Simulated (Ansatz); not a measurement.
This geometry of C3H6ClFO (12 atoms, charge 0, multiplicity 1) is a first-order saddle point.

The calculation used Ansatz, RKS BLYP/6-31G*.

```xyz
12
Properties=species:S:1:pos:R:3
F 1.581 -0.588 1.989
C 0.667 -1.332 1.218
O 0.451 -0.755 -0.031
C -0.211 0.522 0.037
C -0.610 1.038 -1.380
Cl -0.129 -0.059 -2.766
H 1.099 -2.326 1.024
H -0.268 -1.399 1.812
H -1.124 0.429 0.659
H 0.457 1.254 0.521
H -0.134 2.005 -1.589
H -1.699 1.155 -1.460
```

(1) Which two structures does it join? (They come from a converged band through this point; their orientation in space is the band's.)

(2) How far does it lie above each of them?

Answers

(1) No bond is made or broken. The dihedral O3–C4–C5–Cl6 goes from 69 to -69°.

First end point:

```xyz
12
Properties=species:S:1:pos:R:3
F 1.488 -0.361 2.136
C 0.931 -1.206 1.156
O 0.704 -0.527 -0.040
C -0.321 0.483 0.044
C -0.647 0.973 -1.360
Cl -1.501 -0.303 -2.371
H 1.656 -2.002 0.926
H -0.006 -1.617 1.584
H -1.224 0.079 0.542
H 0.047 1.343 0.637
H 0.270 1.241 -1.903
H -1.320 1.841 -1.316
```

Last end point:

```xyz
12
Properties=species:S:1:pos:R:3
F 1.663 -0.669 1.842
C 0.623 -1.364 1.200
O 0.321 -0.814 -0.045
C -0.235 0.515 0.027
C -0.654 0.953 -1.370
Cl 0.780 1.245 -2.481
H 0.955 -2.397 1.008
H -0.249 -1.338 1.888
H -1.142 0.509 0.672
H 0.496 1.216 0.463
H -1.207 1.902 -1.318
H -1.274 0.186 -1.854
```

(2) 0.31 eV above the first and 0.28 eV above the second. This is the barrier of this one path; another mechanism may lie lower.

The run took 39 s on 2 threads of Intel(R) Xeon(R) Platinum 8488C (Sapphire Rapids), on a shared host, peak memory 0.17 GiB.
